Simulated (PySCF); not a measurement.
Method used: core-valence-separated Tamm–Dancoff BHandHLYP/aug-pcX-1 (pcseg-1 on H) in PySCF, non-relativistic, gas phase, PBE0-D3(BJ)/def2-SVP geometry. Absolute energies from this functional tend to lie a few eV below measured edges; no shift was applied.

Main lines of an unknown, eV (oscillator strength): C K: 285.3 (0.032), 285.7 (0.018), 285.9 (0.075), 286.0 (0.085), 286.6 (0.009). Listed: the first five lines at most of each edge with a tenth or more of its strongest line's intensity; roots within 0.03 eV on the same or equivalent atoms are summed. Only the lowest roots were sought, and the top ones are left out.

Problem. Which candidate gives them?
A. `CC(C)C`
B. `C/C=C\C`

Solution. A. 

- `CC(C)C`: C K: 285.3 (0.032), 285.7 (0.018), 285.9 (0.075), 286.0 (0.085), 286.6 (0.009). First C line listed at 285.3 eV, hole on the methyl carbon.
- `C/C=C\C`: C K: 282.9 (0.124), 285.5 (0.014), 285.7 (0.035), 285.9 (0.015), 286.1 (0.047). First C line listed at 282.9 eV, hole on the alkene CH carbon.

One conformer each; other structures than these candidates weren't tested.
